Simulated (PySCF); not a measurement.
Species: ethene, C2H4.
Z-matrix (Å and degrees, GFN2-xTB geometry), rows numbered from 1:
```
C 
C   1  1.3165
H   1  1.0779  2  121.96
H   1  1.0779  2  122.03  3  -179.97
H   2  1.0778  1  121.97  3    -0.00
H   2  1.0778  1  122.02  3  -180.00
```

The closed-shell SCF was solved with PySCF and density fitting under several settings on one GFN2-xTB geometry (grid level 2 and gas phase unless stated).

```json
{"settings": "PBE0/pcSseg-1", "basis functions": "54", "SCF cycles": "10", "E (Eh)": "-78.4731", "HOMO (eV)": "-7.93", "LUMO (eV)": "0.29", "dipole (D)": "0.00"}
{"settings": "CAM-B3LYP/def2-SVPD", "basis functions": "72", "SCF cycles": "9", "E (Eh)": "-78.4804", "HOMO (eV)": "-9.33", "LUMO (eV)": "1.30", "dipole (D)": "0.00"}
{"settings": "X3LYP/6-31G-J, IEF-PCM chloroform, fitting basis def2-qzvpp-jkfit, start guess atom", "basis functions": "40", "SCF cycles": "8", "E (Eh)": "-78.5432", "HOMO (eV)": "-7.48", "LUMO (eV)": "0.64", "dipole (D)": "0.00"}
```

Q: Estimate the row for these settings: OPBE/IGLO-II.

A: 
| settings | basis functions | SCF cycles | E (Eh) | HOMO (eV) | LUMO (eV) | dipole (D) |
| --- | --- | --- | --- | --- | --- | --- |
| OPBE/IGLO-II | 68 | 11 | -78.5727 | -6.75 | -0.73 | 0.00 |

Q: Over all rows, what range does the HOMO–LUMO gap span?

A: From 6.02 eV (OPBE/IGLO-II) to 10.63 eV (CAM-B3LYP/def2-SVPD). The functional of the narrowest has no exact exchange, that of the widest range-separated exact exchange.

Cycle counts include a coarse-grid stage where the run had one. The species at its GFN2-xTB geometry.
